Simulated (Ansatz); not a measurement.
**CHS+ (triplet): wave-function methods side by side, def2-TZVPP**

An exercise on one series of results from a longer session: the logs are not shown, and one member is left open.

Method: def2-TZVPP, core rule «outside noble gas», up to 6 orbitals frozen; program: Ansatz 0.2.0, Gaussian basis.

To be run: UHF; ROHF; CCSD(T) on UHF.

2 further runs of the same task are left out: 2 set aside as unsound or not needed.

## What is computed

The geometry is a PBE0/def2-TZVP stationary point (not a proven minimum) of the parent state, kept for this charge and spin.

3 atoms, charge 1, spin multiplicity 3.

Atoms are counted from 1 here; the program's logs count them from 0.

Bond lengths: C1–S2 1.638 Å, S2–H3 1.374 Å. Angles: C1–S2–H3 103.4°.

As a file:

```xyz
3

C     0.00000    0.08082    1.20610
S     0.00000   -0.06902   -0.42461
H     0.00000    1.23258   -0.86402
```

The first run:

Contents of in.yaml:

```yaml
crystal:
  periodic: [false, false, false]
  atoms:
    - {symbol: C, position_ang: [0.000000, 0.080818, 1.206103]}
    - {symbol: S, position_ang: [0.000000, -0.069018, -0.424614]}
    - {symbol: H, position_ang: [0.000000, 1.232583, -0.864020]}
basis:
  gaussian: {orbitals: def2-TZVPP}
total_charge: 1
magnetization: {spin_polarized: true, initial_magnetization: 2}
hamiltonian: {xc: hf}
output: {orbitals: {seedname: orbitals}}
```

On the command line:

```bash
> ansatz run in.yaml --threads 1 --pin off --events-out ev --progress --plain --max-ram 4096MiB --backend cpu
```

Among the steps run: UHF; ROHF; CCSD(T) on UHF.

One of the session's tables, all rows but one given; the rest of the session is left out.

It belongs to the step «Misses and costs». 

```
  method  from UCCSD(T) (kcal/mol)
    ROHF                   +189.49
     UHF                   +177.81
    UMP2                         ?
   UCCSD                     +9.20
UCCSD(T)                         0
```

Estimate the missing values for UMP2.

**Answer.** from UCCSD(T) (kcal/mol): +37.08. In the column «from UCCSD(T) (kcal/mol)» it lies between UCCSD (+9.20) and UHF (+177.81).
